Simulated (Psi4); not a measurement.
**doublet CH3FO−: levels of theory compared**

Aim: a comparison of 3 runs (U-r2SCAN/aug-cc-pVDZ, UB3LYP/aug-cc-pVDZ, UPBE0/aug-cc-pVDZ) of doublet CH3FO−. 

Program for the calculation: Psi4 1.11.

## (1) The system as given

CH3FO− has 6 atoms, charge -1, and is taken as a doublet. SMILES of the parent species: `OCF`. Geometry: relaxed at PBE0-D4/def2-TZVP. This is one conformer, not always the lowest. That shape belongs to the parent species and isn't relaxed for this state.

Bond lengths: O1–C2 1.370 Å, C2–F3 1.381 Å, O1–H4 0.962 Å, C2–H5 1.096 Å, C2–H6 1.091 Å. Angles: O1–C2–F3 111.1°, O1–C2–H5 112.9°, O1–C2–H6 107.4°, F3–C2–H5 106.3°, F3–C2–H6 107.8°, C2–O1–H4 109.3°, H5–C2–H6 111.3°.

## (2) The energy at U-r2SCAN/aug-cc-pVDZ (run 1)

Contents of ch3fo.in:

```
memory 1600 mb

molecule {
  -1 2
  O     -0.794000    -0.697200    -0.247400
  C      0.250200     0.049000     0.230800
  F     -0.094100     1.383200     0.323800
  H     -0.928700    -0.495100    -1.178000
  H      1.136800     0.004900    -0.412500
  H      0.472100    -0.308800     1.237300
  symmetry c1
}

set basis aug-cc-pVDZ
set reference uks
set puream true
set e_convergence 1e-09
set d_convergence 1e-08
set scf_type pk
set dft_radial_points 99
set dft_spherical_points 590
set maxiter 200

E, wfn = energy("r2scan", return_wfn=True)
oeprop(wfn, "QUADRUPOLE", "MULLIKEN_CHARGES", "LOWDIN_CHARGES")
```

Command:

```sh
$ psi4 -n 1 ch3fo.in ch3fo.out
```

ch3fo.out:

```text
[...]
  Running in c1 symmetry.
[...]
  Nuclear repulsion =   79.440325172787951
[...]
  Multiplicity = 2
[...]
  Nalpha       = 14
  Nbeta        = 13
[...]
    Number of basis functions: 96
[...]
   @UKS iter   1:  -214.29814992522520    1.70092e-01   9.61547e-03 DIIS/ADIIS
[...]
   @UKS iter  17:  -214.87634428368222   -5.68434e-14   5.39688e-09 DIIS
[...]
   @S^2 Observed:                7.501351871E-01
[...]
  @UKS Final Energy:  -214.87634428368222
   => Energetics <=
    Nuclear Repulsion Energy =             79.4403251727879507
    One-Electron Energy =                -457.1519500075609699
    Two-Electron Energy =                 188.4140338084297923
    DFT Exchange-Correlation Energy =     -25.5787532573389882
    Empirical Dispersion Energy =           0.0000000000000000
    VV10 Nonlocal Energy =                  0.0000000000000000
    Total Energy =                       -214.8763442836822151
[...]
 Multipole Moments:
 ------------------------------------------------------------------------------------
     Multipole            Electronic (a.u.)      Nuclear  (a.u.)        Total (a.u.)
 ------------------------------------------------------------------------------------
 L = 1.  Multiply by 2.5417464519 to convert [e a0] to [Debye]
 Dipole X            :         -1.8161357            1.1272310           -0.6889047
 Dipole Y            :          3.6696828           -2.6158212            1.0538617
 Dipole Z            :          2.8423874           -0.8104046            2.0319828
 Magnitude           :                                                    2.3904327
 L = 2.  Multiply by 1.3450342976 to convert [e a0^2] to [Debye ang]
 Quadrupole XX       :        -58.8547007           24.7184186          -34.1362822
 Quadrupole XY       :        -17.5177883           17.3093895           -0.2083987
[...]
```

Run time: 86 s. Hardware: 1 thread of Intel Xeon Platinum 8488C (Sapphire Rapids), shared host; peak memory 0.87 GiB.

## (3) The energy at UB3LYP/aug-cc-pVDZ (run 2)

Contents of ch3fo.py:

```python
import psi4

psi4.set_memory('1600 MB')
psi4.set_num_threads(1)
psi4.core.set_output_file('output.dat', False)

mol = psi4.geometry("""
-1 2
O     -1.50044254    -1.31751705    -0.46751824
C      0.47280948     0.09259658     0.43614879
F     -0.17782323     2.61386918     0.61189332
H     -1.75498865    -0.93560340    -2.22609737
H      2.14824066     0.00925966    -0.77951203
H      0.89213970    -0.58354743     2.33815813
units au
symmetry c1
no_reorient
no_com
""")

psi4.set_options({
    'basis': 'aug-cc-pVDZ',
    'reference': 'uks',
    'puream': True,
    'e_convergence': 1e-09,
    'd_convergence': 1e-08,
    'scf_type': 'pk',
    'dft_radial_points': 99,
    'dft_spherical_points': 590,
    'maxiter': 200,
})

result, w = psi4.energy('b3lyp', return_wfn=True)
psi4.oeprop(w, 'MULLIKEN_CHARGES', 'LOWDIN_CHARGES', 'MAYER_INDICES', title='B3LYP')
print('E =', round(result, 9))
```

Command:

```sh
$ python ch3fo.py
```

output.dat:

```text
[...]
  Running in c1 symmetry.
[...]
  Nuclear repulsion =   79.440325202706575
[...]
  Multiplicity = 2
[...]
  Nalpha       = 14
  Nbeta        = 13
[...]
    Number of basis functions: 96
[...]
   @UKS iter   1:  -214.44307932972032    1.09113e-01   9.35318e-03 ADIIS/DIIS
[...]
   @UKS iter  16:  -214.98558863163709   -8.18545e-12   7.10604e-09 DIIS
[...]
   @S^2 Observed:                7.500563078E-01
[...]
  @UKS Final Energy:  -214.98558863163709
   => Energetics <=
    Nuclear Repulsion Energy =             79.4403252027065747
    One-Electron Energy =                -457.1807446041810863
    Two-Electron Energy =                 183.5276333677892922
    DFT Exchange-Correlation Energy =     -20.7728025979518662
    Empirical Dispersion Energy =           0.0000000000000000
    VV10 Nonlocal Energy =                  0.0000000000000000
    Total Energy =                       -214.9855886316370857
[...]
 Multipole Moments:
 ------------------------------------------------------------------------------------
     Multipole            Electronic (a.u.)      Nuclear  (a.u.)        Total (a.u.)
 ------------------------------------------------------------------------------------
 L = 1.  Multiply by 2.5417464519 to convert [e a0] to [Debye]
 Dipole X            :          9.1970368           -9.4817008           -0.2846640
 Dipole Y            :        -11.5655335           12.0303745            0.4648410
 Dipole Z            :         -2.0805921            3.7163354            1.6357433
 Magnitude           :                                                    1.7241714
[...]
```

Standard output:

```text
E = -214.985588632
```

It took 34 s on 1 thread of Intel Xeon Platinum 8488C (Sapphire Rapids), shared host; peak memory 0.88 GiB.

## (4) The energy at UPBE0/aug-cc-pVDZ (run 3)

Contents of job.dat:

```
memory 1600 mb

molecule {
  -1 2
  O     -0.794000    -0.697200    -0.247400
  C      0.250200     0.049000     0.230800
  F     -0.094100     1.383200     0.323800
  H     -0.928700    -0.495100    -1.178000
  H      1.136800     0.004900    -0.412500
  H      0.472100    -0.308800     1.237300
  symmetry c1
}

set {
  reference            uks
  puream               true
  e_convergence        1e-09
  d_convergence        1e-08
  scf_type             pk
  dft_radial_points    99
  dft_spherical_points 590
  maxiter              200
}

energy_value, wavefunction = energy("pbe0/aug-cc-pVDZ", return_wfn=True)
oeprop(wavefunction, "DIPOLE", "LOWDIN_CHARGES", "MAYER_INDICES", title="PBE0")
```

Command:

```sh
$ psi4 job.dat job.out -n 1
```

job.out:

```text
[...]
  Running in c1 symmetry.
[...]
  Nuclear repulsion =   79.440325172787951
[...]
  Multiplicity = 2
[...]
  Nalpha       = 14
  Nbeta        = 13
[...]
    Number of basis functions: 96
[...]
   @UKS iter   1:  -214.27141282113504    4.40626e-02   8.64334e-03 DIIS/ADIIS
[...]
   @UKS iter  16:  -214.76155846479733   -8.75389e-12   6.76700e-09 DIIS
[...]
   @S^2 Observed:                7.500572910E-01
[...]
  @UKS Final Energy:  -214.76155846479733
   => Energetics <=
    Nuclear Repulsion Energy =             79.4403251727879507
    One-Electron Energy =                -457.0947144428611182
    Two-Electron Energy =                 182.2056249964174413
    DFT Exchange-Correlation Energy =     -19.3127941911415881
    Empirical Dispersion Energy =           0.0000000000000000
    VV10 Nonlocal Energy =                  0.0000000000000000
    Total Energy =                       -214.7615584647973321
[...]
 Multipole Moments:
 ------------------------------------------------------------------------------------
     Multipole            Electronic (a.u.)      Nuclear  (a.u.)        Total (a.u.)
 ------------------------------------------------------------------------------------
 L = 1.  Multiply by 2.5417464519 to convert [e a0] to [Debye]
 Dipole X            :         -1.9287090            1.1272310           -0.8014780
 Dipole Y            :          3.6498769           -2.6158212            1.0340557
 Dipole Z            :          2.8948996           -0.8104046            2.0844949
 Magnitude           :                                                    2.4610480
[...]
```

It took 33 s on 1 thread of Intel Xeon Platinum 8488C (Sapphire Rapids), shared host; peak memory 0.87 GiB.

## (5) The series

| run | level | energy (Eh) | HOMO energy (eV) | LUMO energy (eV) | ⟨S²⟩ | wall time |
| --- | --- | --- | --- | --- | --- | --- |
| 1 | U-r2SCAN/aug-cc-pVDZ | -214.876344 | 1.84 | 2.24 | 0.750 | 86 s |
| 2 | UB3LYP/aug-cc-pVDZ | -214.985589 | 1.60 | 2.44 | 0.750 | 34 s |
| 3 | UPBE0/aug-cc-pVDZ | -214.761558 | 1.49 | 2.46 | 0.750 | 33 s |

## (6) What came out

```
                                 quantity          value
                      run 3: total energy  -214.76156 Eh
run 3: HOMO energy (highest over α and β)        1.49 eV
 run 3: LUMO energy (lowest over α and β)        2.46 eV
                              run 3: ⟨S²⟩          0.750
```

Totals of different functionals can't be ranked against each other. In runs 1, 2, 3 the HOMO lies above zero, so the outermost electron may be held by the basis alone. All runs together took 2.5 min, the longest 86 s.
